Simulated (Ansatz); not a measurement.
Basis sets compared for the cluster C₃H₄⁻. Charge -1, multiplicity 2. Geometry B3LYP-D4/def2-TZVPD. Ansatz on 4 threads of Arm Neoverse V2 on a shared host; times are rough, and most runs start from earlier orbitals.

```xyz
7

C     1.073    0.070    1.052
C    -1.004    0.317   -0.278
C     0.284   -0.176   -0.078
H    -1.573    0.096   -1.178
H     2.045   -0.451    0.925
H     0.646   -0.801   -0.920
H    -1.470    0.945    0.477
```

B3LYP takes the VWN-RPA correlation. At PBE-D4/def2-SVPD, PBE-D4/def2-TZVPD, B3LYP-D4/6-31G, B3LYP-D4/def2-TZVPD and others the highest occupied level of the charge -1 doublet lies above zero (up to 2.50 eV). By energy differences its removal costs 1.08 eV (vertical, to the charge 0 triplet, at PBE0-D4/def2-TZVPD). The structure comes from a short search, and lower isomers may exist.

| level | functions | energy (Eh) | HOMO (eV) | LUMO (eV) | wall time |
| --- | --- | --- | --- | --- | --- |
| PBE-D4/def2-SVPD | 92 | -116.3621 | 2.01 | 2.93 | 0.8 s |
| B3LYP-D4/6-31G | 35 | -116.5492 | 2.50 | 4.98 | 0.45 s |
| PBE0-D4/def2-SVPD | 92 | -116.3734 | 0.92 | 4.08 | 0.8 s |

Task: Estimate the rows for PBE-D4/def2-TZVPD, B3LYP-D4/def2-TZVPD, PBE0-D4/def2-TZVPD.

Result: 
```csv
level,functions,energy (Eh),HOMO (eV),LUMO (eV),wall time
PBE-D4/def2-TZVPD,147,-116.4882,1.76,2.75,1.4 s
B3LYP-D4/def2-TZVPD,147,-116.6617,0.85,3.55,1.6 s
PBE0-D4/def2-TZVPD,147,-116.4978,0.72,3.91,1.6 s
```
